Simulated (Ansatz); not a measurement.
# AlH3F (doublet): the correlation ladder at distance Al1–H4 along a hydrogen transfer = 1.906 Å, cc-pVDZ

Aim: climb from Hartree-Fock through coupled cluster and multireference methods for AlH3F (doublet) at one geometry and basis, and see what each rung misses.

Method: cc-pVDZ, core rule «outside noble gas», up to 6 orbitals frozen; program: Ansatz 0.2.0, Gaussian basis.

To be run: UHF; CCSD(T) on ROHF; CCSD(T) on UHF; BCCD(T) on ROHF; CISD; CCSDT(Q) on ROHF; CCSDT(Q) on UHF; CASSCF and MRCISD+Q, 3 electrons in 3 orbitals; CASSCF and NEVPT2, 3 electrons in 3 orbitals.

19 further runs of the same task are left out: 9 for a known fault of the program, 8 that didn't finish, 2 set aside as unsound or not needed.

### Step 1. What is computed

The geometry derives from fragments relaxed apart (PBE0/def2-TZVP) and kept rigid, so it is no stationary point. A hydrogen atom is moved between rigid fragments.

5 atoms, charge 0, spin multiplicity 2.

Atoms are counted from 1 here; the program's logs count them from 0.

Bond lengths: Al1–H2 1.586 Å, Al1–H3 1.586 Å, Al1–H4 1.906 Å, H4–F5 0.900 Å. Angles: H2–Al1–H3 120.0°, H2–Al1–H4 120.0°, H3–Al1–H4 120.0°, Al1–H4–F5 180.0°.

### Step 2. UHF

The input, in.yaml:

```yaml
crystal:
  periodic: [false, false, false]
  atoms:
    - {symbol: Al, position_ang: [-1.094451, 0.000000, 0.000000]}
    - {symbol: H, position_ang: [-1.887375, 1.373384, 0.000000]}
    - {symbol: H, position_ang: [-1.887375, -1.373384, 0.000000]}
    - {symbol: H, position_ang: [0.811549, 0.000000, 0.000000]}
    - {symbol: F, position_ang: [1.711549, 0.000000, 0.000000]}
basis:
  gaussian: {orbitals: cc-pVDZ}
magnetization: {spin_polarized: true, initial_magnetization: 1}
hamiltonian: {xc: hf}
output: {orbitals: {seedname: orbitals}}
```

Launch:

```bash
> ansatz run in.yaml --threads 1 --pin off --events-out ev --progress --plain --max-ram 2393MiB
```

After this run come: CCSD(T) on ROHF; CCSD(T) on UHF; BCCD(T) on ROHF; CISD; CCSDT(Q) on ROHF; CCSDT(Q) on UHF; CASSCF and MRCISD+Q, 3 electrons in 3 orbitals; CASSCF and NEVPT2, 3 electrons in 3 orbitals.

Q: Predict the results of all the runs planned. Wanted: UCCSDT(Q) below the RHF energy; RMP2 from UCCSDT(Q); UMP2 from UCCSDT(Q); RCCSD from UCCSDT(Q); RCCSD(T) from UCCSDT(Q); UCCSD(T) from UCCSDT(Q); RCCSDT(Q) from UCCSDT(Q); T1 diagnostic.

The runs gave:

| quantity | value |
| --- | --- |
| UCCSDT(Q) below the RHF energy | -8.0070 eV |
| RMP2 from UCCSDT(Q) | +783.3 meV |
| UMP2 from UCCSDT(Q) | +783.8 meV |
| RCCSD from UCCSDT(Q) | +130.9 meV |
| RCCSD(T) from UCCSDT(Q) | +28.8 meV |
| UCCSD(T) from UCCSDT(Q) | +28.5 meV |
| RCCSDT(Q) from UCCSDT(Q) | +0.7 meV |
| levels within 1 kcal/mol (43 meV) | RCCSD(T), UCCSD(T), BCCD(T), RCCSDT, UCCSDT, RCCSDT(Q) |
| T1 diagnostic | 0.016 |

In words: RCCSD(T) lands +28.8 meV from the yardstick (0.4 % of the correlation energy). These misses are within one basis, not against nature; the frozen cores of restricted and unrestricted runs differ, which can shift their rows.
